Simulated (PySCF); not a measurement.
hydrogen sulfide (H2S), SMILES S. Atoms are numbered in the order given.

```xyz
3

S      0.0000     0.0000    -0.1047
H      0.0000    -0.9705     0.8376
H      0.0000     0.9705     0.8376
```
Charge 0, spin multiplicity 1.

Geometry optimised at PBE-D3(BJ)/def2-TZVPD.

Computed with HF/pcSseg-2 run with PySCF.

GIAO shieldings, no solvent; atoms alike by connectivity are averaged. δ = σ(ref) − σ: ³³S against H2S (σ = 707.7 ppm); ¹H against TMS (σ = 31.98 ppm), references at their B3LYP-D3(BJ)/def2-TZVP geometries, non-relativistic.

Computed chemical shifts:
```tsv
nucleus	atoms	count	δ (ppm)
³³S	S1	1	7.9
¹H	H2, H3	2	1.81
```
